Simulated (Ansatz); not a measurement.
Relaxation of H$_{6}$NO (8 atoms, charge 1, multiplicity 1), to a largest force component of 0.02 eV/Å in at most 40 steps.

Level of theory: RKS r2SCAN/cc-pVDZ (Ansatz 0.2.0).

```xyz
8
Properties=species:S:1:pos:R:3
N 0.151 0.177 -1.113
H -0.343 -0.549 -1.636
H 1.151 0.123 -1.317
H 0.002 0.028 -0.060
H -0.205 1.099 -1.381
O -0.211 -0.221 1.466
H 0.045 0.359 2.188
H -0.588 -1.016 1.853
```

**Question.** Where does it end, and by what steps?

**Answer.** The forces met the threshold. Limits of this set-up: the dipole of an ion depends on the origin. After 3 steps the energy has fallen by 0.011 eV; H8 moved furthest, 0.04 Å.

```csv
step,energy less start (eV),largest force component (eV/Å),accepted
0,0.0000,0.730,yes
1,-0.0093,0.219,yes
2,-0.0113,0.037,yes
3,-0.0115,0.004,yes
```

```xyz
8
Properties=species:S:1:pos:R:3
N 0.154 0.177 -1.114
H -0.340 -0.537 -1.661
H 1.153 0.131 -1.341
H 0.004 0.009 -0.057
H -0.205 1.100 -1.381
O -0.200 -0.234 1.467
H 0.032 0.363 2.195
H -0.598 -1.009 1.892
```

Whether the end is a true minimum wasn't checked by a vibrational analysis.

The run took 3.7 s on 1 thread of Intel(R) Xeon(R) Platinum 8488C (Sapphire Rapids), with other jobs on the host, peak memory 0.11 GiB.
